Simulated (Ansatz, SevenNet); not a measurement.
For zinc-blende BAs, the machine-learned potential SevenNet-0 (trained on PBE and PBE+U data) gives:

- lattice parameter a: 4.816 Å
- bulk modulus: 129 GPa
- TO(Γ) frequency: 553 cm⁻¹
- elastic constant C11: 188 GPa
- elastic constant C44: 87.3 GPa
- Voigt–Reuss–Hill shear modulus: 66.4 GPa

Problem. What does r²SCAN (Ansatz, an electronic-structure program, PAW) give for the same quantities?

Solution. 
- lattice constant a: 4.784 Å (falls by 0.7 %)
- bulk modulus: 141 GPa (rises by 9.3 %)
- zone-centre TO phonon frequency: 697 cm⁻¹ (increases by 26 %)
- elastic constant C11: 289 GPa (increases by 54 %)
- elastic constant C44: 157 GPa (rises by 80 %)
- Voigt–Reuss–Hill shear modulus: 137 GPa (grows by 110 %)

For comparison: lattice constant a 4.777 Å (measured, room temperature, not corrected to a static lattice; as tabulated in Lucero et al. (2012), arXiv:1111.4515); bulk modulus 142 GPa (measured, temperature not stated, not corrected to a static lattice; as tabulated in PMC11618452 (zinc blende boron arsenide), quoting Tian et al.); elastic constant C11 285 GPa (measured, room temperature, no zero-point or thermal correction; as tabulated in Kang et al. (2019), arXiv:1911.11281); elastic constant C44 149 GPa (measured, room temperature, not corrected to a static lattice, our sources range from 149 to 173; as tabulated in Kang et al. (2019), arXiv:1911.11281).

Changes are worked out from the printed values.

Unless a cell is named, each level is at its own relaxed cell (SevenNet-0 13.96, r²SCAN 13.68 Å³/atom).

Ansatz's density-functional and Hartree–Fock values are scalar-relativistic unless marked +SOC, with PAW data made under PBE.
